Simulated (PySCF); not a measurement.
**Partial charges of `Sc1cccs1`**

Compound: C4H4S2.
Geometry (PBE0-D3(BJ)/def2-SVP, Å), atoms numbered from 1 in this order:
```xyz
10
C4H4S2 angstrom
S      2.3793   -0.0927   -1.2952
C      0.8034    0.0610   -0.5339
C      0.1643   -0.8713    0.2495
C     -1.1419   -0.4657    0.6343
C     -1.4766    0.7672    0.1350
S     -0.2155    1.4334   -0.8158
H      3.0636    0.7202   -0.4557
H      0.6346   -1.8127    0.5355
H     -1.8075   -1.0596    1.2620
H     -2.4037    1.3202    0.2845
```

Density: PBE0/pcSseg-1 (PySCF); schemes: Mulliken, IAO, Hirshfeld and ESP-fitted. One conformer (not necessarily the lowest) at the PBE0-D3(BJ)/def2-SVP geometry, without solvent, vibrations or thermal averaging.

Q: Do the Mulliken, IAO, Hirshfeld and ESP-fitted schemes agree on where the charge is highest?

A: The schemes don't all agree: Mulliken S6 (+0.327); IAO S6 (+0.354); Hirshfeld S6 (+0.100); ESP-fitted H10 (+0.206).

Q: At which atom do the 4 schemes differ most?

A: At C2: from -0.539 (Mulliken) to -0.061 e (Hirshfeld), 0.478 e apart.

Q: Tabulate the Mulliken, IAO, Hirshfeld and ESP-fitted charges.

A: In e:

```tsv
atom	environment	Mulliken	IAO	Hirshfeld	ESP-fitted
S1	thiol sulfur	+0.016	+0.008	-0.038	-0.191
C2	substituted aromatic carbon	-0.539	-0.295	-0.061	-0.071
C3	aromatic CH carbon	+0.041	-0.171	-0.073	+0.027
C4	aromatic CH carbon	-0.070	-0.183	-0.072	-0.295
C5	aromatic CH next to a ring sulfur	-0.280	-0.317	-0.080	-0.195
S6	thiophene-type sulfur	+0.327	+0.354	+0.100	+0.048
H7	S–H hydrogen	+0.153	+0.099	+0.054	+0.179
H8	aromatic hydrogen	+0.102	+0.168	+0.056	+0.097
H9	aromatic hydrogen	+0.107	+0.163	+0.058	+0.194
H10	aromatic hydrogen	+0.142	+0.174	+0.058	+0.206
```

Mean size of the charges over all atoms: IAO 0.193 e, Mulliken 0.178 e, ESP-fitted 0.150 e, Hirshfeld 0.065 e. Each set sums to the total charge, 0, to within 0.001 e. The ESP scheme is a least-squares fit of atom-centred charges to the potential on four shells outside the van der Waals surface, with the total charge fixed. The Mulliken scheme gives each basis function's population to the atom it is centred on and halves the overlap population of two atoms between them.

Q: How closely do the schemes follow one another over all atoms?

A: Correlation coefficient and root-mean-square difference: IAO with Hirshfeld 0.95, 0.154 e; Mulliken with IAO 0.87, 0.115 e; Hirshfeld with ESP-fitted 0.78, 0.125 e; Mulliken with Hirshfeld 0.75, 0.189 e; IAO with ESP-fitted 0.67, 0.162 e; Mulliken with ESP-fitted 0.54, 0.202 e.

Q: How many electrons does the Mulliken scheme count on C5?

A: Z − q = 6 − (-0.280) = 6.280.
